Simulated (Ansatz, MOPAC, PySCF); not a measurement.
Molecule: CCl$_{3}$, net charge 0, doublet state. SMILES: Cl[C](Cl)Cl
Geometry from a B3LYP-D3(BJ)/def2-TZVP (Ansatz, a first-principles code) optimisation:
```xyz
4

C     -0.0036     0.0008     0.2630
Cl    -0.0098     1.6900    -0.0363
Cl     1.4691    -0.8362    -0.0083
Cl    -1.4580    -0.8541    -0.0482
```
Charge 0, spin multiplicity 2.

Unscaled harmonic wavenumbers (cm⁻¹) in rising order, each level at the stationary point that it reaches from this structure (no distance between atoms moves by over 0.3 Å); the order of modes can differ between levels, and a negative number is imaginary. B3LYP-D3(BJ)/def2-TZVP (PySCF, at the structure above): 270, 270, 318, 480, 871, 871.

AM1 (MOPAC): 131, 300, 300, 579, 1025, 1025. Zero-point energy 4.8 against 4.4 kcal/mol; where all levels lie over 400 cm⁻¹, the wavenumbers are on average 1.187 times those of B3LYP-D3(BJ)/def2-TZVP.

PM7 (MOPAC): 100, 260, 260, 521, 920, 920. Zero-point energy 4.3 against 4.4 kcal/mol; where all levels lie over 400 cm⁻¹, the wavenumbers are on average 1.066 times those of B3LYP-D3(BJ)/def2-TZVP.

HF/3-21G (Ansatz): 254, 254, 313, 454, 857, 857. Zero-point energy 4.3 against 4.4 kcal/mol; where all levels lie over 400 cm⁻¹, the wavenumbers are on average 0.971 times those of B3LYP-D3(BJ)/def2-TZVP.

B3LYP/6-31G* (Ansatz): 273, 273, 332, 479, 875, 875. Zero-point energy 4.4 against 4.4 kcal/mol; where all levels lie over 400 cm⁻¹, the wavenumbers are on average 1.003 times those of B3LYP-D3(BJ)/def2-TZVP.
